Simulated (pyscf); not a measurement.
One addition across a multiple bond or ene-type step on the singlet surface with elements of a group swapped. CCSD(T)/def2-TZVPP + ΔMP2(QZVPP), kcal/mol, from the separated reactants. Structures and frequencies: ωB97X-D3(BJ)/def2-SVP in PySCF. MP2 and CC: frozen core, UHF for open shells. ΔMP2 is the change of the MP2 total energy from the triple- to the quadruple-zeta basis.

| step | barrier | reaction energy | imaginary mode (i cm⁻¹) |
|---|---|---|---|
| `[As]#[As]` + `[AsH3]` → `[AsH]=[As][AsH2]` | [?] | [?] | 1187 |
| `[P]#[P]` + `[PH3]` → `[PH]=[P][PH2]` | 33.9 | -6.2 | 1330 |

### Question
What belongs in the gaps?

### Answer

- `[As]#[As]` + `[AsH3]` → `[AsH]=[As][AsH2]`, barrier: 26.5
- `[As]#[As]` + `[AsH3]` → `[AsH]=[As][AsH2]`, reaction energy: -8.7

Row 1: On the product side the descent ends in the other cis-trans isomer, a step of its own away from the zero, 1.9 kcal/mol over the lowest minimum found and 39.3 kcal/mol under the saddle at ωB97X-D3(BJ). Each row is the saddle that its search found. The CCSD(T) − MP2 part came from Ansatz, without density fitting, on the same reference. The frozen core leaves the outer d or s,p core shells of the metals and heavy elements correlated in the MP2 and CC values, and def2-TZVPP describes them poorly, which can shift differences by a few kcal/mol. Elements up to Kr have no core potential and no relativistic terms here.
